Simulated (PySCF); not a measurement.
Compound: C₄H₇N₂ (charge +1).
SMILES: `[n+]1(cc[nH]c1)C`

The closed-shell ground state was solved at several levels (PySCF, density fitting, gas phase, non-relativistic). Isolated species at its PBE0-D3(BJ)/def2-SVP geometry, gas phase.

```
           level  basis functions  total energy (Eh)  HOMO (eV)  LUMO (eV)  gap (eV)
wB97X-D/pcSseg-2              314          -265.9195     -14.35      -3.54     10.81
   B3LYP/cc-pVTZ              278          -266.0068     -12.31      -5.57      6.74
 CAM-B3LYP/pcJ-1              232          -265.7810     -13.86      -4.17      9.69
       KT2/pcJ-1              232          -270.5121     -11.51      -6.30      5.21
 BHandHLYP/pcJ-1              232          -265.7497     -13.42      -4.21      9.21
     B3LYP/pcJ-0               99          -265.4630     -12.58      -5.71      6.87
     B97-2/pcJ-1              232          -265.8275     -12.34      -5.42      6.92
       LDA/pcJ-1              232          -263.6048     -11.74      -6.57      5.17
   B3LYP/6-31G-J              100          -265.8844     -12.33      -5.45      6.88
       PBE/pcJ-1              232          -265.5921     -11.54      -6.36      5.18
    B3LYP/6-31G*               98          -265.9064     -12.16      -5.32      6.84
```

Q: What might B3LYP/pcJ-1 (232 basis functions) give for the same quantities?

A: Total energy -265.9223 Eh, HOMO -12.37 eV, LUMO -5.59 eV, gap 6.78 eV.

Q: How much does the basis alone move the frontier levels among the 5 B3LYP rows (the withheld one included)?

A: The HOMO by 0.42 eV and the LUMO by 0.39 eV. By rising basis size (HOMO, LUMO in eV): 6-31G* -12.16, -5.32; pcJ-0 -12.58, -5.71; 6-31G-J -12.33, -5.45; pcJ-1 -12.37, -5.59; cc-pVTZ -12.31, -5.57.

Q: In the pcJ-1 basis, how does the gap go with the fixed share of exact exchange?

A: LDA (0 %) 5.17 eV; PBE (0 %) 5.18 eV; KT2 (0 %) 5.21 eV; B3LYP (20 %) 6.78 eV; B97-2 (21 %) 6.92 eV; BHandHLYP (50 %) 9.21 eV. Each rise in the share widens the gap here.

The pairwise dispersion term of wB97X-D wasn't added to the energies; at a given geometry it leaves orbitals and properties as they are.
